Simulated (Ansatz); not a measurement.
We consider hcp Zn, described by RPBE (PAW; Ansatz, a first-principles code).

Numerical settings: plane-wave cutoff 520 eV, 18×18×8 k mesh (along the axes of the cell as run), Fermi–Dirac smearing 0.1 eV, perturbation theory, scalar-relativistic PAW data made under PBE.

Computed at the level's own relaxed cell.

```cif
data_Zn2
_chemical_formula_sum 'Zn2'
_space_group_name_H-M_alt 'P 1'
_space_group_IT_number 1
_cell_length_a 2.67882
_cell_length_b 2.67882
_cell_length_c 5.13808
_cell_angle_alpha 90.000
_cell_angle_beta 90.000
_cell_angle_gamma 120.000
loop_
_space_group_symop_operation_xyz
  'x, y, z'
loop_
_atom_site_label
_atom_site_type_symbol
_atom_site_fract_x
_atom_site_fract_y
_atom_site_fract_z
_atom_site_occupancy
Zn1 Zn 0.66667 0.33333 0.75000 1
Zn2 Zn 0.33333 0.66667 0.25000 1
```

Harmonic phonon frequencies (cm⁻¹; i marks an imaginary mode):

```json
[
 {"q point": "Γ", "frequencies": "0 0 0 60 60 117"},
 {"q point": "M", "frequencies": "56 60 110 113 195 202"},
 {"q point": "K", "frequencies": "44 44 156 163 163 172"}
]
```

No imaginary mode appears at these points.
